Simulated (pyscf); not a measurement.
Thermochemistry of product channels of HO–Ti(OH)(F)–F on the singlet surface, in eV, from ωB97M-D3(BJ)/def2-TZVP energies (ideal gas, 1 atm, RRHO with modes under 100 cm⁻¹ raised to 100, one conformer, R ln 2 for chiral ones without a mode under 150 cm⁻¹). Structures and frequencies: ωB97X-D3(BJ)/def2-SVP in PySCF.

```json
[
 {"products": "H₂O + O=Ti(F)–F", "ΔE": "+2.40", "ΔH(298 K)": "+2.38", "ΔG(298 K)": "+1.97", "ΔG(1200 K)": "+0.85"},
 {"products": "O=Ti(OH)–F + HF", "ΔE": "+2.76", "ΔH(298 K)": "+2.72", "ΔG(298 K)": "+2.34", "ΔG(1200 K)": "+1.26"}
]
```

These are energies of the channels, which say nothing of barriers.
